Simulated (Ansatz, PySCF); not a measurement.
A calculation on rock-salt LiCl returned lattice constant a 5.061 Å, bulk modulus 35.7 GPa.

For reference: lattice constant a 5.07 Å (measured, static lattice: zero-point anharmonic expansion removed, our sources range from 5.056 to 5.072; as tabulated in Mejia-Rodriguez and Trickey (2018), arXiv:1807.09216); bulk modulus 38.7 GPa (measured, 0 K value with the zero-point phonon effect removed, our sources range from 37.3 to 38.7; as tabulated in Mejia-Rodriguez and Trickey (2018), arXiv:1807.09216).

Question: Which level of theory produced these numbers?
(A) HSE06 (Ansatz, an electronic-structure program)
(B) PBE0 (Ansatz)
(C) CCSD(T) (PySCF)
(D) LDA (Ansatz)

Answer: C, CCSD(T) (PySCF)

The others give: HSE06 5.115 Å, 33.5 GPa; PBE0 5.110 Å, 34.0 GPa; LDA 4.964 Å, 40.9 GPa.

Unless a cell is named, each level is at its own relaxed cell (CCSD(T) 16.20, HSE06 16.73, LDA 15.29, PBE0 16.68 Å³/atom).

Ansatz's density-functional and Hartree–Fock values are scalar-relativistic unless marked +SOC, with PAW data made under PBE.
